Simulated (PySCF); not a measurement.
C₅H₁₀S.
Bonds: C1–C2, C2–C3, C3–S4, S4–C5, C5–C6, C1–C6. Hydrogens: H7, H8 on C1; H9, H10 on C2; H11, H12 on C3; H13, H14 on C5; H15, H16 on C6.

Computed by this run: PBE0-D3(BJ)/def2-TZVP geometry optimisation, gas phase in PySCF 2.14.0; density fitting, grid level 2; the optimiser is geomeTRIC in internal coordinates, started from a GFN2-xTB structure with every atom displaced at random (about 0.01 Å).

Step 1: E = -16176.3016 eV
```
atom  x, y, z in Å  |  force x, y, z in eV/Å
C1     -0.0921   -1.1778    0.0981   -0.043  -0.136  -0.170
C2     -1.2446   -0.3713   -0.4898    0.037   0.053  -0.012
C3     -1.3240    1.0268    0.0933   -0.058   0.062   0.106
S4      0.1802    2.0183   -0.1160   -0.191  -0.211  -0.099
C5      1.4167    0.8103    0.4148    0.152   0.161  -0.094
C6      1.2541   -0.5520   -0.2330   -0.061   0.005  -0.011
H7     -0.1970   -1.2426    1.1901   -0.064  -0.021  -0.069
H8     -0.1373   -2.2050   -0.2886    0.045   0.143   0.079
H9     -2.1942   -0.8711   -0.2831   -0.062  -0.080   0.013
H10    -1.1460   -0.3213   -1.5804    0.064   0.016   0.047
H11    -2.1315    1.6091   -0.3571    0.091   0.001  -0.124
H12    -1.5785    0.9445    1.1518    0.131   0.077   0.192
H13     1.3950    0.7229    1.5057    0.011  -0.014  -0.004
H14     2.3738    1.2652    0.1316   -0.103  -0.077   0.111
H15     1.3406   -0.4535   -1.3198    0.058   0.035  -0.009
H16     2.0708   -1.2019    0.0967   -0.006  -0.014   0.045
```

Step 2: E = -16176.3218 eV
```
atom  x, y, z in Å  |  force x, y, z in eV/Å
C1     -0.0935   -1.1823    0.0834    0.019   0.000  -0.034
C2     -1.2504   -0.3728   -0.4836   -0.053   0.006   0.017
C3     -1.3235    1.0254    0.1051   -0.060  -0.009   0.107
S4      0.1708    2.0017   -0.1527    0.045  -0.009  -0.096
C5      1.4107    0.8133    0.4092    0.008   0.069  -0.017
C6      1.2566   -0.5528   -0.2311   -0.034  -0.006  -0.012
H7     -0.2105   -1.2582    1.1717    0.012  -0.040   0.012
H8     -0.1298   -2.2034   -0.3077    0.004   0.027  -0.003
H9     -2.1971   -0.8835   -0.2753    0.005  -0.013  -0.008
H10    -1.1531   -0.3113   -1.5725    0.006   0.042   0.004
H11    -2.1259    1.6071   -0.3542    0.009  -0.013  -0.020
H12    -1.5438    0.9731    1.1780    0.050  -0.019  -0.026
H13     1.3730    0.7334    1.5002   -0.011  -0.002   0.013
H14     2.3694    1.2654    0.1438   -0.008  -0.009   0.037
H15     1.3663   -0.4516   -1.3160    0.019  -0.017   0.000
H16     2.0668   -1.2029    0.1159   -0.010  -0.007   0.027
```

**Question.** Estimate the geometry and energy of step 3. (The exact step hangs on the optimiser's Hessian estimate; all steps are aligned on step 2, rigid shifts and turns removed.)

**Answer.** E = -16176.3286 eV, largest force 0.068 eV/Å
```
atom  x, y, z in Å  |  force x, y, z in eV/Å
C1     -0.0940   -1.1852    0.0717    0.003   0.057   0.036
C2     -1.2568   -0.3720   -0.4793   -0.007  -0.028   0.011
C3     -1.3195    1.0244    0.1130   -0.028   0.009   0.012
S4      0.1707    1.9924   -0.1944    0.046   0.032  -0.037
C5      1.4049    0.8186    0.4039   -0.041  -0.008   0.008
C6      1.2587   -0.5542   -0.2270    0.006   0.009  -0.014
H7     -0.2125   -1.2766    1.1587    0.015  -0.034   0.017
H8     -0.1255   -2.2010   -0.3286   -0.012  -0.024  -0.043
H9     -2.1999   -0.8894   -0.2679    0.014   0.019  -0.008
H10    -1.1683   -0.2938   -1.5676    0.000  -0.004  -0.010
H11    -2.1267    1.6030   -0.3412   -0.027  -0.001   0.041
H12    -1.5085    0.9812    1.1918    0.012  -0.014  -0.034
H13     1.3454    0.7504    1.4952   -0.019   0.000   0.002
H14     2.3683    1.2670    0.1567    0.033   0.008  -0.001
H15     1.3897   -0.4589   -1.3102    0.003  -0.029   0.004
H16     2.0601   -1.2051    0.1393   -0.001   0.008   0.015
```

The energy changes by -0.0068 eV. The first-order estimate −F·Δx gives -0.0101 eV and the mean of the old and new forces, exact on a quadratic surface, -0.0066 eV. The step makes an angle of 59° with the force vector and moves no atom by more than 0.043 Å.

What follows is the cost of the whole optimisation. The run took 1.9 min wall on AMD EPYC 9R45, one thread, on a shared host, and the process peaked at 1.3 GiB of memory.
